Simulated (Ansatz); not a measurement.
A calculation with Ansatz (development build ahead of 0.2.0).

```yaml
crystal:
  periodic: [false, false, false]
  atoms:
    - { symbol: S, position_ang: [0.0, 0.0, 0.0] }
    - { symbol: O, position_ang: [0.5591, -0.6891, 1.136] }
    - { symbol: O, position_ang: [-1.2503, -0.4404, -0.5664] }
    - { symbol: O, position_ang: [0.6912, 1.1295, -0.5696] }
basis:
  gaussian: { orbitals: def2-SVP }
total_charge: 1
magnetization:
  spin_polarized: true
  initial_magnetization: 1
hamiltonian:
  xc: pbe0
output:
  forces: true
```

The input is written out in the form of the current development build from the run's settings.

Results

- Converged: yes
- Total energy: -622.62333 hartree
- Spin squared of the determinant: 0.765
- Stability test: minimum

Forces (eV/Å):
```csv
atom,Fx,Fy,Fz
S1,-0.001,0.000,-0.001
O2,-0.031,0.038,-0.062
O3,0.070,0.025,0.031
O4,-0.038,-0.062,0.031
```
